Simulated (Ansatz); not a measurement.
# CH₅BS (SMILES BCS): single points off equilibrium

An exercise on one series of results from a longer session: the logs are not shown, and one member is left open.

Method: single points in def2-TZVPP; program: Ansatz 0.2.0, Gaussian basis.

Correlated methods freeze the cores.

## Starting geometry

SMILES `BCS`, 8 atoms, charge 0, spin multiplicity 1.

Atoms are counted from 1 here; the program's logs count them from 0.

Bond lengths: B1–C2 1.555 Å, B1–H4 1.357 Å, B1–H5 1.046 Å, C2–S3 1.736 Å, C2–H6 1.165 Å, C2–H7 1.070 Å, S3–H8 1.338 Å. Angles: C2–B1–H4 121.1°, C2–B1–H5 121.7°, H4–B1–H5 116.9°, B1–C2–S3 121.5°, B1–C2–H6 106.0°, B1–C2–H7 119.8°, S3–C2–H6 100.1°, S3–C2–H7 101.1°, H6–C2–H7 105.8°, C2–S3–H8 100.7°.

Geometry (Å):

```mol
CH5BS
  3D, bonds by distance, orders not assigned

  8  7  0  0  0  0  0  0  0  0999 V2000
   -0.6154    0.6528   -0.6742 B   0  0
    0.6015    0.2102    0.1868 C   0  0
    0.7770   -1.4280    0.7336 S   0  0
   -1.4558   -0.2618   -1.2210 H   0  0
   -0.8863    1.6594   -0.7663 H   0  0
    0.4876    0.7567    1.2097 H   0  0
    1.5947    0.4229   -0.1482 H   0  0
   -0.5017   -1.7541    0.9546 H   0  0
  1  2  8  0
  1  4  8  0
  1  5  8  0
  2  3  8  0
  2  6  8  0
  2  7  8  0
  3  8  8  0
M  END
```

The first run:

Contents of run/in.yaml:

```yaml
crystal:
  periodic: [false, false, false]
  atoms:
    - {symbol: B, position_ang: [-0.615400, 0.652800, -0.674200]}
    - {symbol: C, position_ang: [0.601500, 0.210200, 0.186800]}
    - {symbol: S, position_ang: [0.777000, -1.428000, 0.733600]}
    - {symbol: H, position_ang: [-1.455800, -0.261800, -1.221000]}
    - {symbol: H, position_ang: [-0.886300, 1.659400, -0.766300]}
    - {symbol: H, position_ang: [0.487600, 0.756700, 1.209700]}
    - {symbol: H, position_ang: [1.594700, 0.422900, -0.148200]}
    - {symbol: H, position_ang: [-0.501700, -1.754100, 0.954600]}
basis:
  gaussian: {orbitals: def2-TZVPP}
correlation: {method: ccsd_t}
output: {forces: true}
```

No record of the launch command was kept for these runs.

Among the steps run: CCSD(T)/def2-TZVPP; PBE0-D4/def2-TZVPP; wB97M-V/def2-TZVPP; r2SCAN-D4/def2-TZVPP; PBE-D4/def2-TZVPP; CAM-B3LYP-D4/def2-TZVPP; BLYP-D4/def2-TZVPP.

One of the session's tables, all rows but one given; the rest of the session is left out.

```
      method  RMS force component (eV/Å)  angle to CCSD(T) forces (°)  dipole (D)
     CCSD(T)                       1.998                    reference        1.48
     PBE0-D4                       1.979                          3.7        1.49
     wB97M-V                           ?                            ?           ?
   r2SCAN-D4                       1.969                          3.4        1.51
      PBE-D4                       1.964                          6.4        1.39
CAM-B3LYP-D4                       1.965                          2.7        1.51
     BLYP-D4                       1.934                          5.4        1.39
```

**Question.** Estimate the row for wB97M-V.

**Answer.** RMS force component (eV/Å): 1.956; angle to CCSD(T) forces (°): 2.1; dipole (D): 1.49. In the column «RMS force component (eV/Å)» it lies between BLYP-D4 (1.934) and PBE-D4 (1.964).
